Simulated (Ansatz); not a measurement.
`Cl[Si]Cl` + H₂O → `O[Si]Cl` + HCl at 298.15 K and 1 bar (formal hydrolysis of the Si–Cl bond).

Computed with Ansatz on PBE0-D4/def2-TZVP structures; ΔE is electronic, products minus reactants. CBS: def2 TZ/QZ extrapolation, frozen cores. Each species was taken in one conformer, which may not be the lowest.

| species | CCSD(T)/CBS energy (Eh) | H − E (kJ/mol) | S (J/(mol·K)) |
| --- | --- | --- | --- |
| `Cl[Si]Cl` | -1208.69447 | 19.9 | 281.9 |
| H₂O | -76.37685 | 66.4 | 188.7 |
| `O[Si]Cl` | -824.69564 | 53.3 | 279.3 |
| HCl | -460.38167 | 26.6 | 186.8 |

H − E and S are ideal-gas, rigid-rotor, harmonic terms from PBE0-D4/def2-TZVP, for one conformer and one mirror image of each species. 1 Eh = 2625.50 kJ/mol, R = 8.31446 J/(mol·K).

**Question.** By hand: ΔE, ΔH, ΔS and ΔG.

**Answer.** ΔE = (-824.69564) + (-460.38167) − (-1208.69447) − (-76.37685) = -0.00599 Eh = -15.7 kJ/mol. Δ(H − E) = 53.3 + 26.6 − 19.9 − 66.4 = -6.4, so ΔH = -22.1 kJ/mol. ΔS = 279.3 + 186.8 − 281.9 − 188.7 = -4.5 J/(mol·K). ΔG = -22.1 − 298.15 × (-4.5)/1000 = -20.8 kJ/mol.

**Question.** By hand: the equilibrium constant, and the temperature at which ΔG would vanish if ΔH and ΔS stayed fixed.

**Answer.** log₁₀ K = −ΔG/(RT ln 10) = 3.6. ΔG = 0 at ΔH/ΔS = 4911 K, far beyond where these terms or the molecules hold.

The number of gas molecules stays the same, so ΔS is small and ΔH decides. A doubt of 5 kJ/mol in ΔE shifts log₁₀ K by 0.9 here. Other conformers and mirror images would add mixing entropy, several J/(mol·K) or more a flexible species. These are equilibria of isolated gas molecules and say nothing of rates. Largest T1 diagnostic: 0.014 (customary marks: 0.02 for closed shells, 0.045 for open ones).
